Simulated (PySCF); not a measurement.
Match the calculated data to a structure.

All candidates are C4H6O.

| technique | computed result |
| --- | --- |
| 1H NMR | chemical shifts (computed TMS as zero) by class: 6.52 (2 H), 4.84 (2 H), 4.39 (2 H) ppm [GIAO PBE0/pcSseg-1] |
| Dipole | 1.41 D [PBE0/pcSseg-1] |
| Couplings | largest of the computed one-bond spin–spin couplings (means over like bonds): 13C–1H +181.3 (×2), 13C–1H +171.4 (×2), 13C–1H +164.0 (×2), 13C–13C +93.2 (×2), 17O–13C +22.9 (×2) Hz [B3LYP/pcJ-1, spin–dipole term left out] |
| NMR, other nuclei | isotropic shieldings of nuclei other than C and H, by class: 134 (1 O) ppm [GIAO PBE0/pcSseg-1] |
| Rotational structure | rotational constants A, B, C: 35.569, 2.534, 2.365 GHz [GFN2-xTB] |
| 13C NMR | chemical shifts (computed TMS as zero) by class: 157.8 (2 C), 96.4 (2 C) ppm [GIAO PBE0/pcSseg-1] |

Gas-phase values; electronic properties from PySCF, density fitting. Levels stand in brackets. The structure is a single GFN2-xTB conformer in the gas phase; no vibrational or solvent corrections. NMR values are class means; diastereotopic atoms form classes of their own.

Question: Which candidate is it?
A. `C=COC=C`
B. `C1=CCOC1`
C. `C#COCC`
D. `C/C=C/C=O`
E. `OCC1C=C1`

Answer: A. It is `C=COC=C`. Numbering: `[CH2:1]=[CH:2][O:3][CH:4]=[CH2:5]`. Its formula, C4H6O, gives 2 degrees of unsaturation: 0 rings and 2 π bonds in the structure found. 4 carbons fall into 2 classes; from least to most shielded: vinylic carbon bearing oxygen [C2/C4] (157.8 ppm, 2 C), terminal =CH2 carbon [C1/C5] (96.4 ppm, 2 C). Hydrogen classes from least to most shielded: 2 H on 2 like atoms (vinylic carbon bearing oxygen), C2/C4 (6.52 ppm), 2 H on 2 terminal =CH2 carbons, C1/C5 (4.84 ppm), 2 H on 2 terminal =CH2 carbons, C1/C5 (4.39 ppm). The other shieldings belong to: 134 ppm, ether oxygen [O3]. The couplings run between: +181.3 Hz, vinylic carbon bearing oxygen [C2] and its hydrogen (with 1 like pair); +171.4 Hz, terminal =CH2 carbon [C1] and its hydrogen (with 1 like pair); +164.0 Hz, terminal =CH2 carbon [C1] and its hydrogen (with 1 like pair); +93.2 Hz, terminal =CH2 carbon [C1] and vinylic carbon bearing oxygen [C2] (with 1 like pair); +22.9 Hz, ether oxygen [O3] and vinylic carbon bearing oxygen [C2] (with 1 like pair). The optimised geometry has point group C2v and is an asymmetric top.

The others, at the same levels:
- `C1=CCOC1` fails: its computed 13C shifts are 134.2 (2 C), 82.0 (2 C) ppm, 1H shifts are 5.98 (2 H), 5.07 (4 H) ppm and rotational constant A is 8.124 GHz (against 35.569 GHz).
- `OCC1C=C1` fails: it has 3 carbon classes against 2; its computed 13C shifts are 124.9 (2 C), 78.5 (1 C), 22.1 (1 C) ppm, 1H shifts are 7.57 (2 H), 3.67 (2 H), 1.84 (1 H), 0.31 (1 H) ppm and rotational constant A is 15.397 GHz (against 35.569 GHz).
- `C/C=C/C=O` fails: it has 4 carbon classes against 2; its computed 13C shifts are 196.0 (1 C), 161.8 (1 C), 142.1 (1 C), 23.2 (1 C) ppm, 1H shifts are 9.73 (1 H), 6.82 (1 H), 6.32 (1 H), 2.20 (3 H) ppm and rotational constant A is 33.214 GHz (against 35.569 GHz).
- `C#COCC` fails: it has 4 carbon classes against 2; its computed 13C shifts are 94.1 (1 C), 72.8 (1 C), 32.4 (1 C), 15.8 (1 C) ppm, 1H shifts are 4.00 (2 H), 1.44 (3 H), 0.86 (1 H) ppm and rotational constant A is 11.877 GHz (against 35.569 GHz).

Each candidate is one conformer, not necessarily the lowest. Dipoles, sizes and rotational constants follow the conformer. The torsions of the flexible species, by atom-mapped SMILES:
- `[CH2:1]=[CH:2][O:3][CH:4]=[CH2:5]`: C1–C2–O3–C4 180°, C2–O3–C4–C5 180°
- `[OH:1][CH2:2][CH:3]1[CH:4]=[CH:5]1`: O1–C2–C3–C4 -92°, H–O1–C2–C3 53°
- `[CH3:1]/[CH:2]=[CH:3]/[CH:4]=[O:5]`: C2–C3–C4–O5 180°
- `[CH:1]#[C:2][O:3][CH2:4][CH3:5]`: C2–O3–C4–C5 67°
